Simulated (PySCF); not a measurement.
# Working out the ionisation energy of B

B [He] 2s2 2p1 (2P) → B⁺ [He] 2s2 (1S). Computed with PySCF 2.14 in aug-cc-pVDZ (4s3p2d, 23 functions), with the non-relativistic Hamiltonian (point nucleus). Frozen: 1s2. Energies in hartree (1 hartree = 27.21139 eV):

```
            part   B (lower)  B⁺ (upper)
             UHF  -24.530574  -24.235014
CCSD correlation   -0.059620   -0.058677
             (T)   -0.000909    0.000000
```

Question: What does Hartree-Fock give?

Answer: (-24.235014) − (-24.530574) = 0.295560 hartree = 8.043 eV.

Question: What do CCSD and CCSD(T) give?

Answer: The CCSD correlation energies differ by 0.000943 hartree = 0.026 eV and the triples by 0.000909 hartree = 0.025 eV, so CCSD gives 8.069 eV and CCSD(T) 8.094 eV.

Measured between the centres of the two terms (NIST): 8.297 eV, so CCSD(T) (valence) is off by -0.203 eV.

A double-zeta basis recovers only part of the correlation energy.

The coupled-cluster amplitudes are large, so a single reference is strained.

What remains against the reference includes basis incompleteness, the frozen core and higher excitations.
